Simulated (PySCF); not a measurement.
A geometry optimisation on ethanolate (`CC[O-]`).

Computed with PBE0-D3(BJ)/def2-SVP geometry optimisation, gas phase (PySCF 2.14.0). Start geometry: GFN2-xTB. A driver script takes a list of jobs; this job's settings line and coordinates (Å) are shown.

Input:
```
{"job": {"xc": "PBE0", "basis": "def2-SVP", "d3": "d3bj", "grid": 1, "kind": "geom"}, "charge": -1, "multiplicity": 1}
C     -0.786643    -0.007147    -0.040644
C      0.788126     0.046875     0.046652
O      1.300631     1.170088     0.438436
H     -1.213622     0.202017     0.939987
H     -1.139855     0.753355    -0.736760
H     -1.131586    -0.989061    -0.378218
H      1.134361    -0.300710    -1.006384
H      1.057645    -0.866005     0.712366
```

Output:
```
step   0  E = -154.10775656  max force = 0.018778
step   1  E = -154.10589376  max force = 0.019024
step   2  E = -154.10862571  max force = 0.006460
step   3  E = -154.10922959  max force = 0.001381
step   4  E = -154.10927595  max force = 0.000432
step   5  E = -154.10931149  max force = 0.000704
step   6  E = -154.10934127  max force = 0.000769
step   7  E = -154.10934653  max force = 0.000296
optimisation converged
```

Energies in Eh; «max force» is the largest Cartesian gradient component in Eh/bohr.

Question: At which steps does the energy rise by more than 1e-5 Eh?

Answer: At step 1 (+1.86 mEh).

Question: How much energy does the optimisation release, in eV?

Answer: E(step 0) − E(last step) = 0.001590 Eh, which is 0.043 eV.

Main results: final energy -154.10935 Eh after 7 steps.

Question: Give the final coordinates.

Answer: 0.030 Å rms from the input after alignment:
```
atom  x, y, z in Å
C1    -0.3275    0.1718   -0.6710
C2     0.3363   -0.1420    0.7059
O3     0.5214    0.8928    1.4635
H4    -1.3033    0.6623   -0.4946
H5     0.3007    0.9019   -1.2151
H6    -0.4808   -0.7215   -1.3146
H7     1.2796   -0.7625    0.4018
H8    -0.3344   -1.0020    1.1250
```

The run took 12 s wall on an x86-64 server with one thread, no GPU, shared host.
Labels such as C1 count atoms from 1, the log's own numbers from 0.
